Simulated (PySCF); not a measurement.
**C5H7O: g tensor and hyperfine couplings**

Compound: C5H7O (doublet state).
Geometry (GFN2-xTB, Å), atoms numbered from 1 in this order:
```xyz
13
C5H7O angstrom
C      1.4845    0.8070    0.0482
O      0.7631    0.2372    1.1046
C      0.1579   -1.0179    0.7991
C     -1.0641   -0.9079   -0.0539
C     -2.0251    0.2013   -0.1575
C     -1.3238   -0.0933   -1.2426
H      2.2498    0.1163   -0.3283
H      1.9640    1.6986    0.4492
H      0.8319    1.0963   -0.7852
H     -0.1128   -1.4376    1.7716
H      0.8922   -1.6789    0.3157
H     -2.7247    0.8442    0.3189
H     -1.0971    0.1351   -2.2575
```

The hyperfine couplings belong to this conformer and change with its torsions.

The species is `C(OC)[C]1C=C1` [radical].

Theory: UKS B3LYP, pcH-1 on C H O, non-relativistic, mean-field spin-orbit, GIAO in PySCF 2.14.0. Isolated species at its GFN2-xTB geometry (one conformer only). Couplings are sensitive to structure, and on GFN2-xTB geometries they can be far from those on DFT ones. Stability of the SCF solution: not tested.

```json
{
  "g1, g2, g3": "2.00219, 2.00245, 2.00317",
  "g_iso": "2.00260",
  "Form of g": "rhombic: the two nearest values differ by 26 % of g3 − g1",
  "⟨S²⟩": "0.7532 (exact 0.7500)",
  "HOMO–LUMO gap, α and β orbitals": "3.86, 6.06 eV"
}
```

Isotropic coupling and dipolar principal values T1 to T3, in G (MHz turned into gauss with g_iso; 10 G = 1 mT):

| atom | isotope | a_iso | T1 | T2 | T3 | Mulliken spin population |
| --- | --- | --- | --- | --- | --- | --- |
| C1 | 13C | -0.2 | -0.3 | -0.2 | 0.5 | 0.00 |
| O2 | 17O | -6.9 | -8.3 | 3.9 | 4.4 | 0.05 |
| C3 | 13C | 33.9 | -2.4 | -1.7 | 4.1 | 0.01 |
| C4 | 13C | 114.3 | -22.7 | -20.9 | 43.6 | 0.77 |
| C5 | 13C | 1.6 | -5.6 | -3.6 | 9.3 | 0.12 |
| C6 | 13C | -1.0 | -4.6 | -2.3 | 6.9 | 0.06 |
| H7 | 1H | 0.2 | -0.6 | -0.4 | 1.1 | 0.00 |
| H8 | 1H | 1.5 | -0.4 | -0.4 | 0.8 | 0.00 |
| H9 | 1H | 0.9 | -1.1 | -0.4 | 1.5 | 0.00 |
| H10 | 1H | 1.3 | -2.7 | -1.5 | 4.1 | 0.00 |
| H11 | 1H | -1.0 | -2.5 | -1.4 | 3.9 | 0.00 |
| H12 | 1H | -5.5 | -3.2 | -0.5 | 3.7 | -0.01 |
| H13 | 1H | -4.1 | -2.6 | -0.6 | 3.2 | -0.01 |

The Mulliken spin populations are largest on C4 (+0.77), C5 (+0.12) and C6 (+0.06). C4 is the only atom above +0.15. The angles at C4 add up to 313.2°, so it is pyramidal.

Axes: g2 points within 14° of the C3–C4 bond and g3 points within 13° of the C5–C6 bond.

Under fast tumbling the dipolar parts average out, and these isotropic splittings remain: 2 × 1H (H12/H13, I = 1/2, 3 lines) with 0.48 mT and 3 × 1H (H7/H8/H9, I = 1/2, 4 lines) with 0.09 mT.

Nuclei that the bonding pattern makes equivalent are averaged, as if the motion that swaps them (rotation, inversion, ring flip) were fast.

The 17O coupling of O2 (-19.3 MHz) shows only in satellite lines or after enrichment, since that isotope makes up about 0.038 % of natural oxygen.

The 13C coupling of C4 (320.5 MHz) shows only in satellite lines or after enrichment, since that isotope makes up about 1.07 % of natural carbon.

The spin density at the nucleus, in bohr⁻³, is negative for H12/H13 (-0.0030), for instance. A restricted open-shell determinant has no negative spin density anywhere; here it arises because α and β orbitals differ (spin polarisation).
